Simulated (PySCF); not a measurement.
## Orbital energies and ionisation energy

Hydrogen isocyanide, CHN.
Numbering: `[C-:1]#[NH+:2]` (hydrogens: H3 on N2)

Level: wB97X-D/def2-SVPD (PySCF). Frontier orbitals with their largest atomic shares (Löwdin; up to four atoms above 4 %):

| orbital | ε (eV) | main atoms |
| --- | --- | --- |
| HOMO−3 | -20.70 | N2 56 %, H3 29 %, C1 15 % |
| HOMO−2 | -12.85 | N2 62 %, C1 32 %, H3 5 % |
| HOMO−1 | -12.85 | N2 62 %, C1 32 %, H3 5 % |
| HOMO | -11.12 | ? |
| LUMO | 2.26 | C1 58 %, N2 36 %, H3 6 % |
| LUMO+1 | 2.26 | C1 58 %, N2 36 %, H3 6 % |
| LUMO+2 | 2.78 | H3 69 %, N2 27 %, C1 4 % |

What vertical ionisation energy does ΔSCF give, and how far is −ε(HOMO) from it?

ΔSCF: 12.07 eV (1165 kJ/mol; threshold wavelength 102.7 nm); ⟨S²⟩ of the doublet left behind is 0.795, against 0.75 for a pure doublet. −ε(HOMO) is 11.12 eV, 0.95 eV below it. For the exact functional −ε(HOMO) would equal the first vertical ionisation energy; wB97X-D (range-separated hybrid) falls short of its own ΔSCF value by 8 %.

On which atoms does the HOMO lie?

C1 (isocyanide carbon) 83 %, N2 (isocyanide nitrogen) 16 %, so more than half of it is on one atom. The HOMO−1 lies 1.73 eV lower.

What total energies stand behind the ΔSCF value?

E(N) = -93.29892 Eh and E(N − 1) = -92.85519 Eh at the same geometry, 0.44373 Eh apart.

With α = 17.5 au, estimate the like-pair dispersion coefficient by London's formula C6 = (3/4)α²I.

I = 0.4437 Eh, so C6 ≈ 102 au, a rough estimate.

How many of the 10 lowest singlet excitations (vertical TDDFT, same level) lie below the ionisation energy?

All 10; they run from 8.18 to 11.87 eV.

Shift the occupied levels rigidly so that −ε(HOMO) equals the ΔSCF value. What binding energies result?

The shift is +0.95 eV: HOMO 12.07, HOMO−1 13.80, HOMO−2 13.80, HOMO−3 21.65 eV. A rigid shift is only a rough guide to the deeper ionisations.

Isolated species at its PBE0-D3(BJ)/def2-SVP geometry, gas phase.

Note: wB97X-D ran without an empirical dispersion term, which enters the total energy and its gradient alone.
